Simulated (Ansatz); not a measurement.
## A ladder of methods for C2H5Al (SMILES C=[CH][AlH2])

The species is C2H5Al (8 atoms), meant as a singlet with charge 0. SMILES: `C=[CH][AlH2]`. The shape was relaxed beforehand at r2SCAN/def2-SVP.

| atom | x (Å) | y (Å) | z (Å) |
| --- | --- | --- | --- |
| C | -1.0395 | 0.8366 | -0.3600 |
| C | 0.1999 | 0.6445 | 0.1375 |
| Al | 0.9394 | -1.1502 | 0.2646 |
| H | -1.6625 | -0.0011 | -0.7043 |
| H | -1.5005 | 1.8307 | -0.4524 |
| H | 0.7409 | 1.5497 | 0.4548 |
| H | 2.3960 | -1.4210 | 0.8432 |
| H | 0.0182 | -2.3463 | -0.2392 |

Quantity: the adiabatic ionisation energy (to the doublet cation, shapes relaxed at r2SCAN/def2-SVP, no zero-point term), in eV. The values are calculated.

```tsv
level	kind	program	value (eV)
HF/def2-TZVP	Hartree–Fock	Ansatz	8.29
PBE/def2-TZVP	GGA	Ansatz	9.20
r2SCAN/def2-TZVP	meta-GGA	Ansatz	9.21
B3LYP/def2-TZVP	global hybrid	Ansatz	9.35
MP2/def2-TZVP	perturbation theory	Ansatz	9.70
```

The values span 8.29 to 9.70 eV.
